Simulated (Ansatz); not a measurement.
# AlPHCl (singlet): density functionals in cc-pVTZ

The task here is to estimate one member of a computed series from the others.

The runs use Ansatz 0.2.0, Gaussian basis; cc-pVTZ, all electrons in the functionals, frozen cores in the correlation of double hybrids and RPA.

Plan: PBE, r2SCAN, PBE0, B3LYP, CAM-B3LYP, wB97M-V, B2PLYP, RPA-PBE.

## The system

The geometry is a PBE0/def2-TZVP stationary point (not a proven minimum).

4 atoms, charge 0, spin multiplicity 1.

Atoms are counted from 1 here; the program's logs count them from 0.

Bond lengths: Cl1–Al2 2.078 Å, Al2–P3 2.136 Å, P3–H4 1.444 Å. Angles: Cl1–Al2–P3 179.4°, Al2–P3–H4 78.4°.

No dispersion term is added; wB97M-V holds VV10 nonlocal correlation. B3LYP takes the VWN-RPA correlation.

Set-up of the first run:

Contents of in.yaml:

```yaml
crystal:
  periodic: [false, false, false]
  atoms:
    - {symbol: Cl, position_ang: [0.000009, -0.303361, 2.557947]}
    - {symbol: Al, position_ang: [-0.000018, -0.352743, 0.481001]}
    - {symbol: P, position_ang: [0.000010, -0.380942, -1.654968]}
    - {symbol: H, position_ang: [-0.000001, 1.037046, -1.383979]}
basis:
  gaussian: {orbitals: cc-pVTZ}
hamiltonian: {xc: {name: PBE}}
output: {orbitals: {seedname: orbitals}}
```

Started as:

```console
$ ansatz run in.yaml --threads 1 --pin off --events-out ev --progress --plain --max-ram 4096MiB --backend cpu
```

Among the steps run: PBE (restricted); r2SCAN (restricted); PBE0 (restricted); B3LYP (restricted); CAM-B3LYP (restricted); wB97M-V (restricted); B2PLYP (restricted); RPA-PBE.

One table of the session follows, with a row left open; its other results are not shown here.

```
   method  atomisation energy (kJ/mol)
      PBE                       1003.6
   r2SCAN                       1003.3
     PBE0                        978.6
    B3LYP                        963.6
CAM-B3LYP                        959.1
  wB97M-V                       1001.1
   B2PLYP                        965.6
  RPA-PBE                        886.7
RCCSDT(Q)                            ?
```

**Question.** Estimate the row for RCCSDT(Q).

As computed: atomisation energy (kJ/mol): 941.0. In the column «atomisation energy (kJ/mol)» it lies between RPA-PBE (886.7) and CAM-B3LYP (959.1).
